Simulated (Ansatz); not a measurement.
## Exact exchange and the electronic atomisation energy of MgO (magnesium oxide)

MgO has 2 atoms, charge 0, and is taken as a singlet. SMILES: `[O]=[Mg]`. The shape is that of a PBE0-D4/def2-TZVP optimisation.

The electronic atomisation energy y, in eV, basis aug-cc-pVTZ; a is the functional's share of exact exchange. Programs: Ansatz 0.2.0.

| functional | program | a | y (eV) |
| --- | --- | --- | --- |
| revPBE | Ansatz | 0 | 2.64 |
| r2SCAN | Ansatz | 0 | 2.54 |
| B3LYP | Ansatz | 0.2 | 2.26 |
| r2SCAN0 | Ansatz | 0.25 | 1.82 |
| PBE0 | Ansatz | 0.25 | ? |
| BHLYP | Ansatz | 0.5 | 1.27 |

Question: Fit y = c + s·a to the known rows and predict PBE0.

Answer: 
1. Means of the 5 rows: a = 0.1900, y = 2.106.
2. Σ(Δa)² = 0.172, Σ(Δa·Δy) = -0.4587, so the slope is -0.4587/0.172 = -2.6669.
3. Intercept: 2.106 − (-2.6669) × 0.1900 = 2.613. The largest residual of the fit is 0.18.
4. PBE0: 2.613 + (-2.6669) × 0.25 = 1.95 eV.

The run gave 2.06 eV, so the prediction is off by -0.11 eV, within the largest residual.
